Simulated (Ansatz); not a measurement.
Potential energy curve for Li2, singlet.

Levels of theory: UHF/cc-pVQZ (Ansatz, a first-principles code); RHF/cc-pVQZ (Ansatz); UKS-PBE0 = unrestricted PBE0/cc-pVQZ run with Ansatz; RKS-PBE0 = Ansatz with restricted PBE0/cc-pVQZ; UKS-CAM-B3LYP = Ansatz with unrestricted CAM-B3LYP/cc-pVQZ; RKS-CAM-B3LYP = Ansatz with restricted CAM-B3LYP/cc-pVQZ.

Scanned distances (Å): 2.08, 2.18, 2.37, 2.48, 2.63, 2.68, 2.74, 2.84, 2.92, 3.00, 3.12, 3.47, 3.70, 4.13, 4.61, 4.91, 5.39, 6.11, 6.67, 7.46, 8.22.

Task: Where does the unrestricted solution first break spin symmetry (<S²> of 0.01 or more)?

Result: UHF: already at 2.08 Å; UKS-PBE0: between 3.12 and 3.47 Å; UKS-CAM-B3LYP: between 3.47 and 3.70 Å.

| R / Å | <S²> UHF | E(RHF) − E(UHF) / kcal/mol | <S²> UKS-PBE0 | E(RKS-PBE0) − E(UKS-PBE0) / kcal/mol | <S²> UKS-CAM-B3LYP | E(RKS-CAM-B3LYP) − E(UKS-CAM-B3LYP) / kcal/mol |
|---|---|---|---|---|---|---|
| 2.08 | 0.56 | 3.5 | 0.00 | 0.0 | 0.00 | 0.0 |
| 2.18 | 0.51 | 2.7 | 0.00 | 0.0 | 0.00 | 0.0 |
| 2.37 | 0.43 | 1.8 | 0.00 | 0.0 | 0.00 | 0.0 |
| 2.48 | 0.39 | 1.3 | 0.00 | 0.0 | 0.00 | 0.0 |
| 2.63 | 0.34 | 0.9 | 0.00 | 0.0 | 0.00 | 0.0 |
| 2.68 | 0.32 | 0.8 | 0.00 | 0.0 | 0.00 | 0.0 |
| 2.74 | 0.30 | 0.7 | 0.00 | 0.0 | 0.00 | 0.0 |
| 2.84 | 0.30 | 0.7 | 0.00 | 0.0 | 0.00 | 0.0 |
| 2.92 | 0.36 | 1.0 | 0.00 | 0.0 | 0.00 | 0.0 |
| 3.00 | 0.41 | 1.3 | 0.00 | 0.0 | 0.00 | 0.0 |
| 3.12 | 0.48 | 2.0 | 0.00 | 0.0 | 0.00 | 0.0 |
| 3.47 | 0.65 | 4.7 | 0.18 | 0.2 | 0.00 | 0.0 |
| 3.70 | 0.74 | 6.9 | 0.33 | 0.7 | 0.25 | 0.3 |
| 4.13 | 0.85 | 11.7 | 0.57 | 2.2 | 0.59 | 2.2 |
| 4.61 | 0.92 | 17.5 | 0.77 | 4.7 | 0.80 | 5.7 |
| 4.91 | 0.95 | 21.0 | 0.85 | 6.5 | 0.87 | 8.1 |
| 5.39 | 0.98 | 26.2 | 0.93 | 9.4 | 0.94 | 11.9 |
| 6.11 | 0.99 | 32.9 | 0.98 | 13.3 | 0.98 | 17.0 |
| 6.67 | 1.00 | 37.2 | 0.99 | 15.8 | 0.99 | 20.3 |
| 7.46 | 1.00 | 42.0 | 1.00 | 18.4 | 1.00 | 23.8 |
| 8.22 | 1.00 | 45.5 | 1.00 | 20.0 | 1.00 | 26.2 |
